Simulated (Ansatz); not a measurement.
Two structures of Si2H6O, closed shell, reached by relaxing down either side of one saddle point (PBE0-D4/def2-TZVP). Energies are electronic, without zero-point energy. Ansatz 0.2.0; basis: def2-TZVPP and def2-QZVPP; cores frozen in the correlated methods. Extrapolation: Hartree–Fock as exp(−7.88 √X), correlation as X^−2.97. First:

```tsv
atom	x (Å)	y (Å)	z (Å)
Si1	-0.4112	-0.7831	0.1937
O2	0.9606	-1.4850	0.7940
H3	-0.9544	-1.5597	-0.9596
H4	-1.4904	-0.7390	1.2240
Si5	0.1658	1.3806	-0.4780
H6	0.8958	-2.3858	1.1144
H7	-1.0467	2.0516	-1.0227
H8	0.6728	2.1745	0.6728
H9	1.2076	1.3459	-1.5387
```

Second:

```
atom    x (Å)    y (Å)    z (Å)
 Si1  -1.1737  -0.7674  -0.6650
  O2   0.4989  -1.6623   0.1416
  H3   0.2819  -2.4785   0.6055
  H4  -1.6737  -0.5162   0.7607
 Si5   0.0397   1.2737  -0.4798
  H6   0.9294  -1.0588   0.7650
  H7  -0.7953   2.4340  -0.0555
  H8   1.0750   1.0721   0.6049
  H9   0.8177   1.7035  -1.6775
```

Q: Which bonds change from the first to the second?

A: Si₂H₆O ([OH][SiH2][SiH3]) → Si₂H₄ ([SiH][SiH3]) + H₂O (still joined by a long Si–O bond); bonds formed: O2–H3; bonds broken: Si1–H3; bonds weakened to dative contacts: Si1–O2.

Q: Give the saddle point's structure and its height above each. (To be estimated.)

A: By the calculation: 79.68 kcal/mol above the first and 23.68 kcal/mol above the second (CCSD(T) at an estimated basis limit (MP2 extrapolated from triple and quadruple zeta, plus CCSD(T) − MP2 in triple zeta)).
```
9
angstrom
Si -0.7560 -0.6892 -0.1349
O 0.7593 -1.7311 0.3833
H -0.0900 -2.1414 -0.4585
H -1.5004 -0.5654 1.1642
Si 0.1083 1.4656 -0.4842
H 0.6235 -2.1794 1.2285
H -1.0250 2.4014 -0.7295
H 0.8754 1.9436 0.7015
H 1.0047 1.4959 -1.6704
```

T1 diagnostic: at most 0.016. The restricted Hartree–Fock reference is unstable towards an unrestricted one at one or more of these structures.

Losses and insertions of silylenes and their heavier kin drive the gas-phase chemistry of silicon and germanium vapour deposition.

Labels in which every atom is bracketed show which atoms are joined, not bond orders.

For scale, one of the runs: CCSD(T)/def2-TZVPP, 199 basis functions, launched by `ansatz run in.yaml --threads 2 --pin off --events-out ev --progress --plain --max-ram 4352MiB`. The run took 25 s on 2 CPU threads of an Intel Xeon 6975P-C (shared host), with 2.4 GiB of host memory at its peak.
